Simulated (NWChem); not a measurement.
# tetrafluoromethane (CF₄); SMILES FC(F)(F)F

Program: NWChem. Medium grid unless said otherwise, to which SCAN and Minnesota functionals are sensitive. Structure relaxed at the PBE0/def2-SVP level. Total energies of different functionals are on different scales.

```
level                                   energy (Ha)  highest occupied level (eV)  orbital gap (eV)  relative time
--------------------------------------  -----------  ---------------------------  ----------------  -------------
LDA (Slater exchange, VWN5)/def2-TZVPD    -434.8542                       -10.64             10.54              1
PBE/def2-TZVPD                            -437.2773                       -10.39             10.25              1
BLYP/def2-TZVPD                           -437.6517                       -10.36             10.10              1
TPSS/def2-TZVPD                           -437.7181                       -10.53             10.53              1
r2SCAN/def2-TZVPD                         -437.5143                       -10.95             11.54              1
B3LYP/def2-TZVPD                          -437.6885                       -12.34             12.44              1
PBE0/def2-TZVPD                           -437.2751                       -12.66             13.10              1
M06-2X/def2-TZVPD                         -437.5465                       -14.96             15.32              1
CAM-B3LYP/def2-TZVPD                      -437.5912                       -14.28             15.09             10
Hartree-Fock/def2-TZVPD                   -435.8418                       -18.64             20.41              1
```

The last column is a rough cost ratio, cheapest run = 1.
